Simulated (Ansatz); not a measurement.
A run of Ansatz (development build ahead of 0.2.0) on singlet B2H6 at this shape:

```xyz
8

B     0.0483   -0.0074    0.8701
B    -0.0363   -0.0218   -0.8543
H     1.0037   -0.0365   -0.0325
H    -0.9939    0.0237   -0.0440
H    -0.0340    1.0579    1.5028
H    -0.0394   -1.0271    1.4480
H    -0.0403    1.0804   -1.4601
H    -0.0103   -1.0986   -1.4802
```

Its results:

```json
{"Converged": "yes", "Reference energy": "-52.82613 hartree", "Correlation energy": "-0.24840 hartree", "Total energy": "-53.07453 hartree", "Spin squared of the determinant": "0.000"}
```

Problem. Which input gives this output? Name the method, the orbitals and the basis set, and write the input.

Solution. RHF-MP2 in def2-TZVP. An unrestricted run that stays on the closed shell gives the same numbers.

```yaml
crystal:
  periodic: [false, false, false]
  atoms:
    - { symbol: B, position_ang: [0.04826, -0.00737, 0.87009] }
    - { symbol: B, position_ang: [-0.03629, -0.02184, -0.8543] }
    - { symbol: H, position_ang: [1.00375, -0.03651, -0.03254] }
    - { symbol: H, position_ang: [-0.99394, 0.02366, -0.04404] }
    - { symbol: H, position_ang: [-0.03397, 1.05795, 1.50282] }
    - { symbol: H, position_ang: [-0.03945, -1.02711, 1.44804] }
    - { symbol: H, position_ang: [-0.0403, 1.08037, -1.46009] }
    - { symbol: H, position_ang: [-0.01026, -1.09858, -1.48015] }
basis:
  gaussian: { orbitals: def2-TZVP }
hamiltonian:
  xc: hf
correlation:
  method: mp2
  frozen_orbitals: { B: 1, H: 0 }
```
